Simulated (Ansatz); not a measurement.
## Calcium, fcc: convergence with Fermi-Dirac smearing

Computed with Ansatz, r²SCAN, scalar-relativistic PAW, on the relaxed cell (a = 5.567 Å; spin not included). Errors count from a run at 500 eV on a Γ-centred 16×16×16 mesh with Fermi-Dirac smearing of 0.1 eV, extrapolated to zero width. Fixed here: cutoff 500 eV, mesh 10×10×10. The SCF starts from atomic densities corrected by a trained network.

| width (eV) | E(σ→0) error (meV/atom) | F error (meV/atom) | P (GPa) | SCF iterations |
| --- | --- | --- | --- | --- |
| 0.01 | -2.2 | -2.3 | -0.04 | 6 |
| 0.1 | -1.9 | -19.2 | 0.00 | 6 |
| 0.2 | -0.8 | -71.8 | 0.06 | 6 |
| 0.3 | 0.8 | -161.6 | 0.14 | 6 |
| 0.6 | -25.0 | -635.2 | 0.53 | 7 |
| 1.0 | -143.6 | -1655.4 | 1.53 | 6 |

Q: What does the run at 0.03 give (width)?

A: E(σ→0) error (meV/atom): -2.2; F error (meV/atom): -3.7; P (GPa): -0.03; SCF iterations: 6.
